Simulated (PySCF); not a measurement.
# Field gradients at the hydrogen positions

Species: streptocyanine-5, C5H9N2 (charge +1).
Atom-mapped SMILES: `[NH2:1]/[CH:2]=[CH:3]/[CH:4]=[CH:5]/[CH:6]=[NH2+:7]` (hydrogens: H8, H9 on N1; H10 on C2; H11 on C3; H12 on C4; H13 on C5; H14 on C6; H15, H16 on N7)

Structure used (PBE0-D3(BJ)/def2-TZVP), in Å, numbered top down from 1:
```xyz
16
C5H9N2 angstrom
N     -3.6077    0.0148   -0.2558
C     -2.3897   -0.3936    0.0379
C     -1.2282    0.3112   -0.1999
C     -0.0016   -0.2279    0.1527
C      1.2292    0.3802   -0.0349
C      2.3823   -0.2645    0.3615
N      3.6067    0.2070    0.2380
H     -3.7711    0.9114   -0.6862
H     -4.4131   -0.5507   -0.0472
H     -2.3294   -1.3730    0.5041
H     -1.2774    1.2912   -0.6642
H     -0.0050   -1.2136    0.6163
H      1.2880    1.3629   -0.4921
H      2.3093   -1.2476    0.8180
H      4.4037   -0.3205    0.5516
H      3.7845    1.1107   -0.1714
```

Level: PBE0/pcSseg-2 (PySCF, non-relativistic); Q(2H) = 0.00286 b; rigid geometry, the same for H and D, with no vibrational averaging.

Question: Rank these positions by the coupling χzz of a deuteron there, largest first.
A. H15 (N–H hydrogen)
B. H12 (vinylic hydrogen)
C. H11 (vinylic hydrogen)

Answer: A (256 kHz), C (194 kHz), B (187 kHz).

Question: What are Vzz, η and χzz (234.96 MHz × Q × Vzz) at all hydrogens?

Answer: 
```json
{"atom": "H8", "bonded to": "N1", "bond length (Å)": "1.008", "Vzz (au)": "0.3770", "η": "0.16", "χzz (kHz)": "253"}
{"atom": "H9", "bonded to": "N1", "bond length (Å)": "1.006", "Vzz (au)": "0.3807", "η": "0.17", "χzz (kHz)": "256"}
{"atom": "H10", "bonded to": "C2", "bond length (Å)": "1.086", "Vzz (au)": "0.2770", "η": "0.07", "χzz (kHz)": "186"}
{"atom": "H11", "bonded to": "C3", "bond length (Å)": "1.085", "Vzz (au)": "0.2886", "η": "0.11", "χzz (kHz)": "194"}
{"atom": "H12", "bonded to": "C4", "bond length (Å)": "1.089", "Vzz (au)": "0.2784", "η": "0.06", "χzz (kHz)": "187"}
{"atom": "H13", "bonded to": "C5", "bond length (Å)": "1.086", "Vzz (au)": "0.2885", "η": "0.11", "χzz (kHz)": "194"}
{"atom": "H14", "bonded to": "C6", "bond length (Å)": "1.086", "Vzz (au)": "0.2769", "η": "0.07", "χzz (kHz)": "186"}
{"atom": "H15", "bonded to": "N7", "bond length (Å)": "1.006", "Vzz (au)": "0.3809", "η": "0.17", "χzz (kHz)": "256"}
{"atom": "H16", "bonded to": "N7", "bond length (Å)": "1.008", "Vzz (au)": "0.3768", "η": "0.16", "χzz (kHz)": "253"}
```

Question: Average by the element that carries the hydrogen.

Answer: on N: 255 kHz over 4 positions, mean bond length 1.007 Å; on C: 189 kHz over 5 positions, mean bond length 1.087 Å.

One conformer (not necessarily the lowest) at the PBE0-D3(BJ)/def2-TZVP geometry, without solvent, vibrations or thermal averaging.

These values come from a run that also computed NMR shieldings. On one thread, Intel Xeon 6975P-C (x86_64), shared host with 192 logical CPUs at a one-minute load of 27, this took 53 s of wall time and 1.6 GiB of memory at its peak.
